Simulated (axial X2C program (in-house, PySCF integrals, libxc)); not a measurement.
# Worked dissociation energy of MgH⁻: PBE0, spin-free

Computed with an in-house all-electron X2C program for linear molecules (integrals from PySCF). Spin-free means the one-electron spin-free X2C Hamiltonian. Basis: Mg dyall-av3z [10s9p6d4f], H dyall-av3z [7s3p2d] (cores contracted in-house); Gaussian nuclei, density fitting, unrestricted open shells. Masses: Mg 23.985 u, H 1.008 u.

Molecular state: M_S = 0, Λ = 0 (closed shell).

```
E(Mg) (2M_S = 0, M_L = 0) : -200.280671 hartree
E(H-) (2M_S = 0, M_L = 0) : -0.524162 hartree
E(MgH⁻) at Re             : -200.861465 hartree
ωe                        : 1101.1 cm⁻¹
ωexe                      : 32.7 cm⁻¹
```

Work out De and D0.

De = -200.280671 + (-0.524162) − (-200.861465) = 0.05663 hartree = 1.541 eV. The zero-point energy is ωe/2 − ωexe/4 = 542 cm⁻¹ = 0.067 eV, so D0 = 1.474 eV.

The state is a single determinant with fixed occupations, the lowest that a limited PBE0 search found. Dissociation energies refer to the lowest single-determinant-based atoms at the same level and basis. The highest occupied level of some functionals is positive through self-interaction error; at Hartree–Fock it is bound.

Each atomic determinant is the lowest at this level and need not be a pure term. Totals compare only within one Hamiltonian and basis.
